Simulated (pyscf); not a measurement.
This saddle point was located with ωB97X-D3(BJ)/def2-SVP in PySCF.

```xyz
10

Ta    -1.4097    -0.0347    -0.6186
Cl    -0.1904     0.1005     1.9338
Cl    -0.3076    -2.0716    -0.7366
Cl    -2.2799    -0.0971    -2.7043
Cl    -3.1354    -0.8685     0.6650
Cl    -1.9485     2.1776    -0.1794
N      0.4881     0.7229    -0.8104
H      0.5423     0.5233     0.8668
H      0.6483     1.7154    -0.9718
H      1.2503     0.1559    -1.1768
```

Surface: singlet, charge 0. Lowest wavenumbers (cm⁻¹): 287i, 87, 92, 104, 136.

What reaction is this the transition state of?

`[Cl][Ta]([Cl])([Cl])([Cl])[Cl]` + `[NH3]` <-> `[NH2][Ta]([Cl])([Cl])([Cl])[Cl]` + `[ClH]`, a four-centre exchange read from left to right: Cl–Ta, H–N broken and N–Ta, Cl–H formed. At ωB97M-D3(BJ)/def2-TZVP it lies +7.4 kcal/mol from the left side and +3.3 kcal/mol from the right (each side as separated species at their lowest minima found). On the reactant side the descent ends in an adduct with a N–Ta contact, 34.0 kcal/mol under the separated species and 40.3 kcal/mol under the saddle at ωB97X-D3(BJ)/def2-TZVP. On the product side the descent ends in an adduct with a Cl–Ta contact, 2.8 kcal/mol under the separated species and 2.1 kcal/mol under the saddle at ωB97X-D3(BJ)/def2-TZVP. What is counted as formed (N–Ta) is already present as a longer contact in the reactant adduct; forming that adduct is a step of its own. What is counted as broken (Cl–Ta) persists as a longer contact in the product adduct; parting that adduct is a step of its own. This is the saddle that the search found; another between the same sides may lie lower. Elements past Kr carry the def2 core potentials, without spin-orbit coupling.
